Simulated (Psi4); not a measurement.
**One shape, several levels: Cl2 (chlorine)**

We compute a comparison of 5 runs (HF/3-21G, HF/pcseg-2, PBE/def2-SVPD, UPBE/aug-cc-pVTZ-DK, MP2/pcSseg-2) of Cl2 (chlorine). 

The calculation is run with Psi4 1.11.

2 further runs of the same task are left out: 2 set aside as unsound or not needed.

## (1) The system as given

Cl2: 2 atoms, total charge 0, spin state singlet. As SMILES, `ClCl`. The coordinates come from a GFN2-xTB relaxation.

Bond lengths: Cl1–Cl2 2.016 Å.

## (2) The energy at HF/3-21G (run 1)

Input file calc.in:

```
memory 1600 mb

molecule molecule1 {
  0 1
  Cl     0.859850    -0.286310     0.440860
  Cl    -0.859850     0.286310    -0.440860
  units angstrom
  symmetry c1
}

set globals {
  basis         3-21G
  reference     rhf
  puream        true
  e_convergence 1e-09
  d_convergence 1e-08
  scf_type      pk
}

E = energy("scf")
```

Run with:

```bash
$ psi4 -i calc.in -o calc.out -n 1
```

calc.out:

```text
[...]
  Running in c1 symmetry.
[...]
  Nuclear repulsion =   75.873834115185900
[...]
  Multiplicity = 1
[...]
  Nalpha       = 17
  Nbeta        = 17
[...]
    Number of basis functions: 26
[...]
   @RHF iter   1:  -914.52055166634136   -1.01248e-01   4.24697e-03 ADIIS/DIIS
[...]
   @RHF iter   8:  -914.53191709690475   -3.41061e-13   8.20859e-10 DIIS
[...]
    Orbital Energies [Eh]
    ---------------------
    Doubly Occupied:
       1A   -104.171819     2A   -104.171653     3A    -10.568056
       4A    -10.567067     5A     -8.032044     6A     -8.031210
       7A     -8.025372     8A     -8.025372     9A     -8.025146
      10A     -8.025146    11A     -1.238560    12A     -1.029951
      13A     -0.579702    14A     -0.579520    15A     -0.579520
      16A     -0.462031    17A     -0.462031
[...]
  @RHF Final Energy:  -914.53191709690475
   => Energetics <=
    Nuclear Repulsion Energy =             75.8738341151859004
    One-Electron Energy =               -1415.6631023710756381
    Two-Electron Energy =                 425.2573511589849886
    Total Energy =                       -914.5319170969047491
[...]
 Multipole Moments:
 ------------------------------------------------------------------------------------
     Multipole            Electronic (a.u.)      Nuclear  (a.u.)        Total (a.u.)
 ------------------------------------------------------------------------------------
 L = 1.  Multiply by 2.5417464519 to convert [e a0] to [Debye]
 Dipole X            :         -0.0000000            0.0000000           -0.0000000
 Dipole Y            :          0.0000000            0.0000000            0.0000000
 Dipole Z            :          0.0000000            0.0000000            0.0000000
 Magnitude           :                                                    0.0000000
[...]
```

It took 2.5 s on 1 thread of Intel Xeon Platinum 8259CL at 2.50GHz (Skylake/Cascade Lake), shared host; peak memory 0.18 GiB.

## (3) The energy at HF/pcseg-2 (run 2)

Input file input.inp:

```
memory 1600 mb

molecule molecule1 {
  0 1
  Cl     1.62488101    -0.54104749     0.83310466
  Cl    -1.62488101     0.54104749    -0.83310466
  units au
  symmetry c1
}

set basis pcseg-2
set puream true
set e_convergence 1e-09
set d_convergence 1e-08
set scf_type pk

e, wfn = energy('hf', return_wfn=True)
oeprop(wfn, 'WIBERG_LOWDIN_INDICES', 'QUADRUPOLE', 'MULLIKEN_CHARGES', title='HF')
```

Run with:

```bash
$ psi4 input.inp input.out -n 1
```

input.out:

```text
[...]
  Running in c1 symmetry.
[...]
  Nuclear repulsion =   75.873834040396886
[...]
  Multiplicity = 1
[...]
  Nalpha       = 17
  Nbeta        = 17
[...]
    Number of basis functions: 68
[...]
   @RHF iter   1:  -918.96820687828699   -1.95707e-01   2.74223e-03 DIIS/ADIIS
[...]
   @RHF iter   8:  -918.98392589446075   -2.44427e-11   9.98454e-09 DIIS
[...]
    Orbital Energies [Eh]
    ---------------------
    Doubly Occupied:
       1A   -104.853151     2A   -104.853149     3A    -10.610394
       4A    -10.610249     5A     -8.079300     6A     -8.079066
       7A     -8.076390     8A     -8.076390     9A     -8.076384
      10A     -8.076384    11A     -1.211912    12A     -1.018652
      13A     -0.593246    14A     -0.567049    15A     -0.567049
      16A     -0.447581    17A     -0.447581
[...]
  @RHF Final Energy:  -918.98392589446075
   => Energetics <=
    Nuclear Repulsion Energy =             75.8738340403968863
    One-Electron Energy =               -1421.2276691386216498
    Two-Electron Energy =                 426.3699092037641094
    Total Energy =                       -918.9839258944607536
[...]
 Multipole Moments:
 ------------------------------------------------------------------------------------
     Multipole            Electronic (a.u.)      Nuclear  (a.u.)        Total (a.u.)
 ------------------------------------------------------------------------------------
 L = 1.  Multiply by 2.5417464519 to convert [e a0] to [Debye]
 Dipole X            :          0.0000000            0.0000000            0.0000000
 Dipole Y            :          0.0000000            0.0000000            0.0000000
 Dipole Z            :          0.0000000            0.0000000            0.0000000
 Magnitude           :                                                    0.0000000
 L = 2.  Multiply by 1.3450342976 to convert [e a0^2] to [Debye ang]
 Quadrupole XX       :       -139.9780313          123.3191580          -16.6588733
 Quadrupole XY       :          0.0000000            0.0000000            0.0000000
[...]
  Mulliken Charges: (a.u.)
   Center  Symbol    Alpha    Beta     Spin     Total
       1    CL     8.50000  8.50000  0.00000  0.00000
       2    CL     8.50000  8.50000  0.00000  0.00000
   Total alpha = 17.00000, Total beta = 17.00000, Total charge =  0.00000
  Wiberg Bond Indices using Orthogonal Lowdin Orbitals:
[...]
```

It took 3.3 s on 1 thread of Intel Xeon Platinum 8259CL at 2.50GHz (Skylake/Cascade Lake), shared host; peak memory 0.26 GiB.

Runs 3 to 4 aren't shown in full; the table further down has their settings and results.

## (4) A single-point energy at MP2/pcSseg-2 (density fitting, density fitting for correlation) (run 5)

Input file input.json:

```json
{
  "schema_name": "qcschema_input",
  "schema_version": 1,
  "molecule": {
    "schema_name": "qcschema_molecule",
    "schema_version": 2,
    "symbols": ["Cl", "Cl"],
    "geometry": [1.62488101, -0.54104749, 0.83310466, -1.62488101, 0.54104749, -0.83310466],
    "molecular_charge": 0,
    "molecular_multiplicity": 1
  },
  "driver": "energy",
  "model": {
    "method": "mp2",
    "basis": "pcSseg-2"
  },
  "keywords": {
    "scf_type": "df",
    "mp2_type": "df"
  }
}
```

Run with:

```bash
$ psi4 --qcschema input.json -n 1 --memory 1600MB
```

stdout:

```text
[...]
  Running in d2h symmetry.
[...]
  Nuclear repulsion =   75.873834040396872
[...]
  Multiplicity = 1
[...]
  Nalpha       = 17
  Nbeta        = 17
[...]
    Number of basis functions: 86
[...]
   @DF-RHF iter   1:  -918.97602188964220   -2.02453e-01   6.99037e-03 ADIIS/DIIS
[...]
   @DF-RHF iter   9:  -918.99254170707547   -2.04636e-12   2.57941e-09 DIIS
[...]
    Orbital Energies [Eh]
    ---------------------
    Doubly Occupied:
       1Ag  -104.903168     1B3u -104.903166     2Ag   -10.619869
       2B3u  -10.619725     3Ag    -8.088796     3B3u   -8.088566
       1B1u   -8.086164     1B2u   -8.086164     1B2g   -8.086158
       1B1g   -8.086158     4Ag    -1.211562     4B3u   -1.018414
       5Ag    -0.593056     2B2u   -0.566833     2B1u   -0.566833
       2B1g   -0.447460     2B2g   -0.447460
[...]
  @DF-RHF Final Energy:  -918.99254170707547
   => Energetics <=
    Nuclear Repulsion Energy =             75.8738340403968721
    One-Electron Energy =               -1420.8936473013661725
    Two-Electron Energy =                 426.0272715538939678
    Total Energy =                       -918.9925417070753610
[...]
 Multipole Moments:
 ------------------------------------------------------------------------------------
     Multipole            Electronic (a.u.)      Nuclear  (a.u.)        Total (a.u.)
 ------------------------------------------------------------------------------------
 L = 1.  Multiply by 2.5417464519 to convert [e a0] to [Debye]
 Dipole X            :          0.0000000            0.0000000            0.0000000
 Dipole Y            :          0.0000000            0.0000000            0.0000000
 Dipole Z            :          0.0000000            0.0000000            0.0000000
 Magnitude           :                                                    0.0000000
[...]
```

The result, in JSON:

```text
{
 "driver": "energy",
 "model": {
  "method": "mp2",
  "basis": "pcSseg-2"
 },
 "success": true,
 "return_result": -919.6305983639003,
 "properties": {
  "calcinfo_nbasis": 86,
  "calcinfo_nmo": 86,
  "calcinfo_nalpha": 17,
  "calcinfo_nbeta": 17,
  "calcinfo_natom": 2,
  "nuclear_repulsion_energy": 75.87383404039687,
  "return_energy": -919.6305983639003,
  "scf_one_electron_energy": -1420.8936473013662,
  "scf_two_electron_energy": 426.02727155389397,
  "scf_dipole_moment": [0.0, 0.0, 0.0],
  "scf_total_energy": -918.9925417070755,
  "scf_iterations": 9,
  "mp2_same_spin_correlation_energy": -0.16974573889995762,
  "mp2_opposite_spin_correlation_energy": -0.46831091792487695,
  "mp2_singles_energy": -8.487656783121754e-28,
  "mp2_doubles_energy": -0.6380566568248346,
  "mp2_correlation_energy": -0.6380566568248346,
  "mp2_total_energy": -919.6305983639003
 }
}
```

It took 2.9 s on 1 thread of Intel Xeon Platinum 8259CL at 2.50GHz (Skylake/Cascade Lake), shared host; peak memory 0.22 GiB.

## (5) The series

| run | level | task | integration grid | energy (Eh) | dipole moment (D) | HOMO energy (eV) | LUMO energy (eV) | wall time |
| --- | --- | --- | --- | --- | --- | --- | --- | --- |
| 1 | HF/3-21G | energy | – | -914.531917 | 0.00 | -12.57 | 0.21 | 2.5 s |
| 2 | HF/pcseg-2 | energy | – | -918.983926 | 0.00 | -12.18 | 0.83 | 3.3 s |
| 3 | PBE/def2-SVPD | gradient | 99 radial × 590 angular | -919.705586 | 0.00 | -7.50 | -4.70 | 6.6 s |
| 4 | UPBE/aug-cc-pVTZ-DK (density fitting) | polarizability | 75 radial × 302 angular | -919.270270 | 0.00 | -7.38 | -4.46 | 17 s |
| 5 | MP2/pcSseg-2 (density fitting, density fitting for correlation) | energy | – | -919.630598 | – | -12.18 | 0.81 | 2.9 s |

## (6) What came out

| quantity | value |
| --- | --- |
| run 5: total energy | -919.63060 Eh |
| run 5: HOMO energy (Hartree–Fock orbitals) | -12.18 eV |
| run 5: LUMO energy (Hartree–Fock orbitals) | 0.81 eV |
| run 5: HOMO–LUMO gap (Hartree–Fock orbitals) | 12.99 eV |
| run 5: correlation energy | -638.1 mEh |

What this shows: Over runs 1, 2, 3, 4 the HOMO–LUMO gap runs from 2.80 eV (PBE/def2-SVPD) to 13.01 eV (HF/pcseg-2). The two ends differ in method and basis. In run 4 relativity is left out where basis or elements ask for it. All runs together took 32 s, the longest 17 s.
